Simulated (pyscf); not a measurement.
Optimised with ωB97X-D3(BJ)/def2-SVP in PySCF.

### Question
Estimate the classical barrier height and the reaction energy of methane (CH₄) + ZnH₂ -> H₃C–ZnH + hydrogen (H₂) at ωB97M-D3(BJ)/def2-TZVP. The step runs on the singlet surface, breaks C–H, H–Zn and forms C–Zn, H–H; take the separated reactants as zero.

### Answer
ΔE‡ = 51.2 kcal/mol, ΔE = +10.4 kcal/mol. Zero-point energy shifts the barrier by -1.4 kcal/mol. It is a four-centre exchange, with an imaginary mode of 1592i cm⁻¹. At the saddle there is also a short H–Zn contact that neither side keeps. One saddle was located; it need not be the lowest between these sides. Elements up to Kr have no core potential and no relativistic terms here.
